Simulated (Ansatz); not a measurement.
# O₂+ (doublet): from Hartree-Fock to the top rungs, def2-TZVPP

The task here is to estimate one member of a computed series from the others.

Computed with Ansatz 0.2.0, Gaussian basis. Level: def2-TZVPP, core rule «outside noble gas», up to 2 orbitals frozen.

The runs, in order: UHF; ROHF; CCSD(T) on UHF.

### What is computed

The geometry is a PBE0/def2-TZVP stationary point (not a proven minimum) of the parent state, kept for this charge and spin.

2 atoms, charge 1, spin multiplicity 2.

Atoms are counted from 1 here; the program's logs count them from 0.

Bond lengths: O1–O2 1.346 Å.

The first run:

Contents of in.yaml:

```yaml
crystal:
  periodic: [false, false, false]
  atoms:
    - {symbol: O, position_ang: [0.000000, 0.000000, 0.000000]}
    - {symbol: O, position_ang: [0.000000, 0.000000, 1.345600]}
basis:
  gaussian: {orbitals: def2-TZVPP}
total_charge: 1
magnetization: {spin_polarized: true, initial_magnetization: 1}
hamiltonian: {xc: hf}
output: {orbitals: {seedname: orbitals}}
```

Run with:

```
> ansatz run in.yaml --threads 1 --pin off --events-out ev --progress --plain --max-ram 4096MiB --backend cpu
```

Steps of the session up to this table: UHF; ROHF; CCSD(T) on UHF.

One table of the session follows, with a row left open; its other results are not shown here.

| method | from UCCSD(T) (kJ/mol) |
| --- | --- |
| ROHF | +1374.7 |
| UHF | +1142.4 |
| UMP2 | ? |
| UCCSD | +72.5 |
| UCCSD(T) | 0 |

Estimate the missing values for UMP2.

As computed: from UCCSD(T) (kJ/mol): +250.1. In the column «from UCCSD(T) (kJ/mol)» it lies between UCCSD (+72.5) and UHF (+1142.4).

The program flags UCCSD(T) as in doubt (see the logs), so the zero of the table is itself unsure.

To keep in mind: The determinant is far from a pure spin state, so its energy mixes those of several spin states (harmless only where they are near-degenerate, as at dissociation). The program flags UCCSD(T) as in doubt, so the zero of the table is itself unsure.
